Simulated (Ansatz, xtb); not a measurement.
Molecule: C$_{5}$H$_{4}$N (charge -1, singlet). It need not be the lowest isomer of its formula. Whether it binds its extra electron was not tested at this geometry. 
Geometry from a B3LYP-D3(BJ)/def2-TZVP (Ansatz, a program for electronic structure) optimisation:
SMILES: [c-]1ccncc1
```xyz
10

N     -0.0115    -0.0090     1.3922
C      0.0126     0.0100    -1.5356
C     -0.0047     1.1227     0.6757
C     -0.0063    -1.1313     0.6611
C      0.0052    -1.1539    -0.7307
C      0.0067     1.1633    -0.7156
H     -0.0089     2.0484     1.2581
H     -0.0116    -2.0646     1.2314
H      0.0083    -2.1446    -1.1961
H      0.0112     2.1599    -1.1682
```
Charge -1, spin multiplicity 1.

Harmonic wavenumbers from GFN2-xTB (xtb, at its own minimum), cm⁻¹: 220, 340, 572, 619, 661, 732, 875, 900, 915, 979, 1029, 1096, 1100, 1220, 1226, 1295, 1375, 1424, 1460, 1575, 2823, 2824, 2852, 2871.

Task: Give the harmonic wavenumbers at B3LYP-D3(BJ)/def2-TZVP (Ansatz, finite differences of forces, unscaled).

Result: 336, 404, 605, 687, 727, 793, 906, 955, 962, 988, 1019, 1061, 1105, 1234, 1239, 1330, 1414, 1461, 1510, 1568, 3000, 3003, 3033, 3041 cm⁻¹. Zero-point energy 46.3 kcal/mol.

Task: From these and the geometry, give the ideal-gas thermochemistry at 298.15 K and 1 atm (rigid rotor, harmonic oscillator).

Result: Point group C2v, rotational symmetry number 2. Rotational constants 6.268, 5.965, 3.057 GHz. S(trans) 38.98, S(rot) 24.07, S(vib) 4.25, S(elec, spin only) 0.00, S 67.3 cal/(mol K). H(298) - H(0) 3.29 kcal/mol; G - E(el) 29.5 kcal/mol.
